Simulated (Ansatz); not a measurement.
Reaction: BHCl2 (SMILES ClBCl) → BCl2 (SMILES Cl[B]Cl, doublet) + H (doublet) (the B-H bond breaks)
Each species at its own B3LYP-D3(BJ)/def2-TZVP minimum (Ansatz, a first-principles code).

Total energies in hartree (Ansatz). Open shells are spin-unrestricted; no spin-orbit coupling. Correlated methods leave the cores frozen. No relativity. Where a partner has so few electrons that a lower coupled-cluster level is exact, that level stands in.

| species | HF/cc-pV(T+d)Z | CCSD(T)/cc-pV(T+d)Z | HF/cc-pV(Q+d)Z | CCSD(T)/cc-pV(Q+d)Z | CCSDT(Q)/cc-pV(T+d)Z |
|---|---|---|---|---|---|
| 1: BHCl2 (SMILES ClBCl) | -944.39220 | -944.92949 | -944.40082 | -944.98275 | -944.93164 |
| 2: BCl2 (SMILES Cl[B]Cl, doublet) | -943.75184 | -944.25620 | -943.76043 | -944.30832 | -944.25859 |
| 3: H (doublet) | -0.49981 | -0.49981 | -0.49995 | -0.49995 | -0.49981 |

Q: Work out the bond dissociation energy (electronic) in kJ/mol: take Hartree-Fock from cc-pV(Q+d)Z, extrapolate the CCSD(T) correlation energy as X^-3 (X = 3, 4), and add CCSDT(Q) - CCSD(T) in cc-pV(T+d)Z. 1 hartree = 2625.5 kJ/mol.

A: 
Species 1: correlation (64·(-0.58193) - 27·(-0.53729))/37 = -0.61451; step -0.00215; E1 = -944.40082 + (-0.61451) + (-0.00215) = -945.01748
Species 2: correlation (64·(-0.54789) - 27·(-0.50436))/37 = -0.57966; step -0.00239; E2 = -943.76043 + (-0.57966) + (-0.00239) = -944.34248
Species 3: correlation (64·(0.00000) - 27·(0.00000))/37 = 0.00000; step +0.00000; E3 = -0.49995 + (0.00000) + (+0.00000) = -0.49995
-1·E1 +1·E2 +1·E3 = 0.17505 hartree = 459.6 kJ/mol.
